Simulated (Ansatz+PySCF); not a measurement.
# quintet HNO2 in separate pieces: levels of theory in one basis

```yaml
atoms:
  - { symbol: N, position_ang: [0.0000, 0.0000, -0.1308] }
  - { symbol: H, position_ang: [0.0000, 0.0000, 0.9159] }
  - { symbol: O, position_ang: [30.0000, 0.0000, -2.1389] }
  - { symbol: O, position_ang: [30.0000, 0.0000, 2.1389] }
```

Basis set: 6-31G (spherical functions). Correlated methods keep 3 orbitals frozen. Correlation on ROHF uses semicanonical orbitals with singles. Charge 0, multiplicity 5.

Computed with Ansatz (development build ahead of 0.2.0); the reference of a correlated method needn't be the lowest determinant of its kind. NEVPT2 correlates all electrons. Active spaces start from the frontier orbitals, and the lowest solution found is given.

```
        method  E − E(ROHF) (eV)  <S²> of the determinant
          ROHF              0.00                     6.00
           UHF             -1.97                     7.01
      ROHF-MP2             -4.71                        –
      UHF-CCSD             -7.77                     7.01
  ROHF-CCSD(T)             -6.00                        –
   UHF-CCSD(T)             -8.06                     7.01
   CASSCF(8,8)             -3.48                        –
   CASSCF(6,6)             -2.80                        –
SC-NEVPT2(8,8)             -7.36                        –
SC-NEVPT2(6,6)             -7.22                        –
```

(1) What does UHF-MP2 give on the same scale?

(2) Is a single determinant a sound starting point here?

## Answers

(1) -6.29 eV.

(2) It is doubtful. Unrestricted orbitals lower Hartree–Fock by 1.97 eV and <S²> is 7.01 where a pure state has 6.00, a sign of strong static correlation. The CASSCF(8,8) natural occupations are 1.97, 1.00, 1.00, 1.00, 1.00, 1.00, 1.00, 0.03. The CASSCF(6,6) natural occupations are 1.00, 1.00, 1.00, 1.00, 1.00, 1.00.

Caution for ROHF, ROHF-MP2, ROHF-CCSD(T): an unrestricted determinant lies well below. Caution for UHF, UHF-MP2, UHF-CCSD, UHF-CCSD(T): the unrestricted determinant is a mixture of spin states. Caution for ROHF-MP2, UHF-MP2, UHF-CCSD, ROHF-CCSD(T): large amplitudes, a single reference is doubtful. Caution for ROHF-MP2, ROHF-CCSD(T): a plain start can end on a higher determinant. Caution for ROHF-MP2: another reference gives a lower total. Caution for ROHF-CCSD(T): the program finds a lower state of this spin; the program doubts this total. Caution for UHF-CCSD(T): very large amplitudes, the method is breaking down; the amplitudes may be one of several solutions.
